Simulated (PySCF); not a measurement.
CF₄ + N₂ → CN₂ + 2 F₂

Level: PBE in the def2-TZVP basis family, all electrons, no relativity, computed in PySCF with density fitting; open shells unrestricted.

```csv
species,state and structure,ZPE (kJ/mol),H(298 K) − H(0) (kJ/mol),S° (J/(mol K))
CF₄,"singlet, Td, C–F 1.337 Å (×4)",42.4,13.0,263.3
N₂,"singlet, D∞h, N–N 1.103 Å",14.1,8.7,191.6
CN₂,"triplet, D∞h, C–N 1.235 Å (×2)",22.2,10.2,226.0
F₂,"singlet, D∞h, F–F 1.413 Å",6.0,8.8,202.5
```

(1) Is the gas-phase reaction uphill or downhill in electronic energy at this level, and by how much?

(2) Add zero-point, thermal and entropy terms for 298.15 K and 1 bar.

Answers

(1) At PBE/def2-TZVP, ΔE = 1317.0 kJ/mol, uphill. 

(2) ΔZPE = -22.3 and Δ[H(298) − H(0)] = 6.1 kJ/mol give ΔH° = 1300.8 kJ/mol. ΔS° = 176.1 J/(mol K), so ΔG° = 1300.8 − 298.15 × (0.1761) = 1248 kJ/mol.

Only the bonding shown was studied: isomers, or loss of a ligand pair, can lie lower.
